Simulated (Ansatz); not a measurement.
CH3AlCl, SMILES `[CH3][Al][Cl]` radical, relaxed with UKS PBE-D4/def2-SVP in the Gaussian-basis code of Ansatz from a rough embedded geometry. The force threshold is 0.03 eV/Å; the program also tests the step.

The species carries charge 0 and has multiplicity 2.

Start:

```xyz
6

C     0.354    0.575   -0.092
Al   -1.033   -0.686   -0.568
Cl   -1.290   -2.477    0.644
H     0.953    0.229    0.842
H    -0.085    1.614    0.101
H     1.101    0.746   -0.927
```

```tsv
step	energy (eV)	largest force (eV/Å)	largest move (Å)
1	-20189.1310	1.866	0.000
2	-20189.2112	0.790	0.036
3	-20189.2232	0.055	0.015
4	-20189.2236	0.010	0.005
```

End:

```xyz
6

C     0.375    0.595   -0.082
Al   -1.044   -0.701   -0.575
Cl   -1.273   -2.453    0.637
H     0.925    0.251    0.818
H    -0.072    1.590    0.124
H     1.090    0.718   -0.922
```

It took 5.5 s on 2 threads of a server CPU on a shared host, with 0.16 GiB of host memory at the peak.
